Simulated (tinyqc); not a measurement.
A ladder of methods, and size consistency: correlation methods against full CI in the sto-6g basis, for H2O, spin multiplicity 1. Computed by the program tinyqc with PySCF. All electrons correlated; +Q is the Davidson correction (1 - c0^2) E_corr. The last columns treat two copies 100 angstrom apart as one system. FCI is the lowest singlet.

Geometry (angstrom):

| atom | x | y | z |
|---|---|---|---|
| O | 0.0000 | 0.0000 | 0.0000 |
| H | 0.0000 | 0.8970 | 0.5510 |
| H | 0.0000 | -0.8970 | 0.5510 |

RHF energy of one = -75.659134 hartree

Correlation energies (hartree):

| method | E_corr of one | share of FCI (%) | E_corr of two at 100 angstrom | two minus twice one (mhartree) |
|---|---|---|---|---|
| MP2 | -0.042722 | 68.9558 | -0.085445 | 0.0000 |
| CISD | -0.060634 | 97.8659 | -0.117015 | 4.2525 |
| CISD+Q | -0.062928 | 101.5682 | -0.124913 | 0.9427 |
| CCSD | -0.061719 | 99.6178 | -0.123439 | 0.0000 |
| CCSD(T) | -0.061854 | 99.8358 | -0.123709 | 0.0000 |
| FCI | -0.061956 | 100.0000 | - | - |

What does the comparison show, and why?

MP2 recovers 69 %, CISD 97.9 % and CCSD 99.6 % of the FCI value (c0^2 = 0.962 in CISD). MP2 and coupled cluster are size consistent, so their last column vanishes; CISD loses 4.25 mhartree, since a double excitation on each copy is a quadruple of the pair, and the Davidson correction leaves +0.94.
